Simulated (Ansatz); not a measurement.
Reaction: C2H2N (SMILES [CH2]C#N, doublet) → C2H2N (SMILES [C-]#[N+][CH2], doublet)
Each species at its own B3LYP-D3(BJ)/def2-TZVP minimum (Ansatz, an electronic-structure program).

Total energies in hartree (Ansatz). Open shells are spin-unrestricted; no spin-orbit coupling. Correlated methods leave the cores frozen. No relativity. The UHF reference of C2H2N ([CH2]C#N, doublet) is spin-contaminated (<S^2> up to 0.19 over the pure value in the sets run). The UHF reference of C2H2N ([C-]#[N+][CH2], doublet) is spin-contaminated (<S^2> up to 0.08 over the pure value in the sets run).

| species | HF/cc-pVTZ | CCSD(T)/cc-pVTZ | HF/cc-pVQZ | CCSD(T)/cc-pVQZ | CCSD(T)/cc-pVDZ | CCSDT(Q)/cc-pVDZ |
|---|---|---|---|---|---|---|
| 1: C2H2N (SMILES [CH2]C#N, doublet) | -131.35222 | -131.86341 | -131.36085 | -131.90004 | -131.73965 | -131.74236 |
| 2: C2H2N (SMILES [C-]#[N+][CH2], doublet) | -131.31713 | -131.82555 | -131.32595 | -131.86225 | -131.70180 | -131.70412 |

Problem. Work out the isomerisation energy (electronic) in kJ/mol: take Hartree-Fock from cc-pVQZ, extrapolate the CCSD(T) correlation energy as X^-3 (X = 3, 4), and add CCSDT(Q) - CCSD(T) in cc-pVDZ. 1 hartree = 2625.5 kJ/mol.

Solution. 
Species 1: correlation (64·(-0.53919) - 27·(-0.51119))/37 = -0.55962; step -0.00271; E1 = -131.36085 + (-0.55962) + (-0.00271) = -131.92318
Species 2: correlation (64·(-0.53630) - 27·(-0.50842))/37 = -0.55664; step -0.00232; E2 = -131.32595 + (-0.55664) + (-0.00232) = -131.88491
-1·E1 +1·E2 = 0.03827 hartree = 100.5 kJ/mol.
